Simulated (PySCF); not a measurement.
Difluorosilane (`[SiH2](F)F`). The calculation used PBE0-D3(BJ)/def2-SVP geometry optimisation, gas phase in PySCF 2.14.0.

```
atom  x, y, z in Å
F1    -1.2565   -0.9414   -0.1199
Si2    0.0004    0.0607    0.0002
F3     1.3449   -0.8201   -0.1168
H4    -0.0268    0.6962    1.3362
H5    -0.0447    1.0103   -1.1342
```

What is the longest distance between nuclei?

F1···F3, 2.60 Å; the next longest distance is 2.51 Å.

What is the repulsion energy of the bare nuclei, Σ ZA·ZB/RAB?

117.01 Eh over 10 pairs, with full nuclear charges and distances in bohr; the largest single term is 41.37 Eh (Si2 with F3, or a pair equal to it).

Work out the bond lengths F1–Si2, Si2–F3, Si2–H4, Si2–H5 in pm.

For F1–Si2 the difference vector is (1.2569, 1.0021, 0.1201) Å, of length 1.6120 Å. F1–Si2 161.2; Si2–F3 161.2; Si2–H4 148.0; Si2–H5 148.0 pm.

How far apart are these pairs, which share no bond: H4···H5?

H4···H5 2.490 Å (2 bonds apart).

What are the angles F1–Si2–H4, F1–Si2–F3, F3–Si2–H4, H4–Si2–H5?

From the scalar product of the two bond vectors; for F1–Si2–H4 it is -0.7631 Å² over 1.6120 × 1.4797 Å², cos θ = -0.3199. F1–Si2–H4 108.7°; F1–Si2–F3 107.8°; F3–Si2–H4 108.4°; H4–Si2–H5 114.6°.

Where is the centre of mass (commonest isotopes), and what is the radius of gyration?

Mass 67.989 u; centre at (0.024, -0.442, -0.063) Å; Rg = √(Σ m r²/M) = 1.122 Å. As Ia + Ib + Ic = 2 Σ m r², the three principal moments sum to 171.3 u·Å².

The point group is C2v within 0.08 Å; differences among equivalent distances and angles are scatter left by the optimiser. Stationary, but not proved a minimum.
